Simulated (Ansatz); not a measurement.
# Worked example: the interaction energy

The pair of NH3 (SMILES N, atoms 1–4) and CH3F (SMILES CF, atoms 5–9), both closed shells, in one local arrangement (a lower one may exist), relaxed at PBE0-D4/def2-TZVP:

N1  (0.011, -0.142, -1.783)
H2  (-0.802, -0.182, -2.386)
H3  (-0.094, 0.674, -1.191)
H4  (0.814, 0.020, -2.379)
C5  (0.022, -0.139, 1.571)
F6  (-0.141, 1.143, 1.072)
H7  (-0.843, -0.384, 2.190)
H8  (0.932, -0.163, 2.176)
H9  (0.102, -0.828, 0.729)
(Å)

Both fragments are computed in the basis of the whole pair.

Program: Ansatz 0.2.0. Basis: def2-TZVPPD and def2-QZVPPD. Cores are frozen in the correlated methods.

Energies in eV:

| quantity | pair | first fragment | second fragment |
| --- | --- | --- | --- |
| Hartree–Fock, triple zeta (X = 3) | -5315.11283 | -1529.87798 | -3785.18373 |
| Hartree–Fock, quadruple zeta (X = 4) | -5315.34245 | -1529.94809 | -3785.34334 |
| MP2 correlation, X = 3 | -18.35111 | -6.44273 | -11.84930 |
| MP2 correlation, X = 4 | -19.68998 | -6.85516 | -12.76925 |
| CCSD(T) correlation, X = 3 | -19.71858 | -6.99102 | -12.66605 |

(1) Work out the interaction energy at the basis limit: extrapolate Hartree–Fock as E(X) = E∞ + A exp(−7.88 √X) and the MP2 correlation as E(X) = E∞ + B X^−2.97 (the exponents that Neese and Valeev fitted for def2-TZVPP and QZVPP, reused here for the diffuse sets), then add CCSD(T) − MP2 in triple zeta.

The T1 diagnostic stays at or below 0.011.

Answers

(1) Each step is linear, so take the differences first (pair − first fragment − second fragment): Hartree–Fock -0.05112 (X = 3) and -0.05102 (X = 4); MP2 correlation -0.05908 and -0.06557; CCSD(T) correlation -0.06151.
Two points give E∞ = E(4) + w [E(4) − E(3)], with w = 1/(exp(7.88 (2 − √3)) − 1) = 0.1377 for Hartree–Fock and w = 1/((4/3)^2.97 − 1) = 0.7407 for the correlation.
Hartree–Fock: -0.05102 + 0.1377 × 0.00010 = -0.0510 eV.
MP2 correlation: -0.06557 + 0.7407 × (-0.00649) = -0.0704 eV.
CCSD(T) − MP2: -0.06151 − (-0.05908) = -0.0024 eV.
Sum: -0.0510 + (-0.0704) + (-0.0024) = -0.1238 eV, or -2.85 kcal/mol. Plain CCSD(T) in triple zeta gives -0.1126 eV, so the larger basis shifts the result by -0.0112 eV.

For scale, one of the runs: CCSD(T)/def2-TZVPPD, 216 basis functions, launched by `ansatz run in.yaml --threads 4 --pin off --events-out ev --progress --plain --max-ram 9574MiB`. The run took 69 s on 4 CPU threads of an Arm Neoverse N1 (shared host), with 3.4 GiB of host memory at its peak.
